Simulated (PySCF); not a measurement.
Compound: benzvalene, C₆H₆.
Structure used (GFN2-xTB), in Å, numbered top down from 1:
```xyz
12
C6H6 angstrom
C      1.247    0.656   -0.227
C      1.171   -0.642   -0.505
C     -0.225   -1.039   -0.175
C     -0.726   -0.163    0.958
C     -0.104    1.037    0.270
C     -1.137    0.151   -0.400
H      2.072    1.334   -0.321
H      1.918   -1.310   -0.886
H     -0.579   -2.051   -0.301
H     -1.227   -0.332    1.888
H     -0.340    2.045    0.574
H     -2.070    0.312   -0.899
```

NICS = −σ at a ghost point: NICS(0) at the centroid of the ring atoms, NICS(1) 1 Å to either side along the normal of their mean plane, zz for the tensor component along that normal. Level: GIAO PBE0/pcSseg-1 (PySCF, non-relativistic, gas phase) on the GFN2-xTB geometry, one conformer.

Ring bond lengths (Å), with Mayer bond orders in brackets: C1–C2 1.330 (1.82), C2–C3 1.489 (0.98), C3–C4 1.517 (0.91), C4–C5 1.517 (0.91), C5–C1 1.489 (0.98); C3–C4 1.517 (0.91), C4–C6 1.453 (0.81), C6–C3 1.516 (0.91); C4–C5 1.517 (0.91), C5–C6 1.517 (0.91), C6–C4 1.453 (0.81).

Question: Give the NICS values of each ring in ppm.

Answer: 
```json
{"ring": "C1–C2–C3–C4–C5", "type": "5-membered carbocycle; formal bonds 1 double, 4 single", "NICS(0)": "-9.2", "NICS(1), two faces": "-11.8 / -3.1", "NICS(1)zz, two faces": "-1.3 / -3.3", "rms pucker (Å)": "0.21", "centre to ring atoms, mean (Å)": "1.22"}
{"ring": "C3–C4–C6", "type": "3-membered carbocycle; formal bonds all single", "NICS(0)": "-41.9", "NICS(1), two faces": "-16.3 / -7.5", "NICS(1)zz, two faces": "-25.8 / -22.7", "rms pucker (Å)": "0.00", "centre to ring atoms, mean (Å)": "0.86"}
{"ring": "C4–C5–C6", "type": "3-membered carbocycle; formal bonds all single", "NICS(0)": "-41.9", "NICS(1), two faces": "-7.5 / -16.3", "NICS(1)zz, two faces": "-22.7 / -25.8", "rms pucker (Å)": "0.00", "centre to ring atoms, mean (Å)": "0.86"}
```

Question: What can be read from them?

Answer: 
- C1–C2–C3–C4–C5: mean NICS(1)zz -2.3 ppm, near zero. C3, C4, C5 have four or more neighbours, and the NICS criterion for π rings isn't applied.
- C3–C4–C6: mean NICS(1)zz -24.2 ppm, shielded. C3, C4, C6 have four or more neighbours, so the value isn't read as a sign of a π ring current. The two faces differ by 3.1 ppm, so no symmetry operation interchanges them. NICS(0) lies 30 ppm below the mean NICS(1).
- C4–C5–C6: mean NICS(1)zz -24.2 ppm, shielded. C4, C5, C6 have four or more neighbours; no verdict on aromaticity is drawn. The two faces differ by 3.1 ppm, so no symmetry operation interchanges them. NICS(0) lies 30 ppm below the mean NICS(1).
